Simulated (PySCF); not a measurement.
Molecule: `C[C@H](C#C)CC`, C$_{6}$H$_{10}$.

Cartesian coordinates in Å; atom numbers follow the order of the lines, from 1:
```xyz
16

C     0.913    2.297    0.658
C     0.700    1.250    0.120
C     0.458   -0.039   -0.505
C     1.723   -0.899   -0.419
C    -0.734   -0.738    0.165
C    -2.035    0.029   -0.039
H     1.094    3.221    1.121
H     0.216    0.135   -1.562
H     2.562   -0.391   -0.890
H     1.566   -1.852   -0.920
H     1.977   -1.091    0.622
H    -0.833   -1.743   -0.253
H    -0.533   -0.836    1.234
H    -1.946    1.036    0.364
H    -2.277    0.104   -1.097
H    -2.857   -0.474    0.466
```

Frames of a GFN2-xTB Langevin trajectory at 300 K; GIAO PBE0/pcSseg-1 shieldings in PySCF, gas phase, non-relativistic; equivalent atoms averaged within each frame.

Shifts are taken against calculated references (same method and geometry level): 13C (σref 186.93), 1H (σref 31.72) against TMS. The references are static minima.

Problem. How do the shifts (ppm) fluctuate along the trajectory?

Solution. 
```
         time (fs)    C2    C1    C5    C3    C4    C6    H8   H13   H12    H7
               250  98.9  73.7  44.3  34.2  22.4  14.9  3.17  3.16  1.80  1.07
               425  98.7  79.5  31.7  35.9  26.2   8.5  4.18  0.88  1.67  2.20
               625  98.2  75.5  38.6  32.4  29.1  13.6  3.36  2.23  1.24  1.32
               800  94.5  77.4  37.3  25.4  23.0   2.3  2.73  1.52  1.87  1.43
              1000  95.7  76.7  39.8  31.4  28.4  17.3  2.32  2.22  1.91  3.69
    mean of frames  97.2  76.5  38.3  31.9  25.8  11.3  3.15  2.00  1.70  1.94
standard deviation   2.0   2.2   4.5   4.0   3.1   6.0  0.70  0.86  0.27  1.06
```

5 frames give an uncertainty of the mean of about the standard deviation over 2.2 at best, since frames this close in time may not be independent; classical motion lacks zero-point vibration, and the reference would need the same averaging.
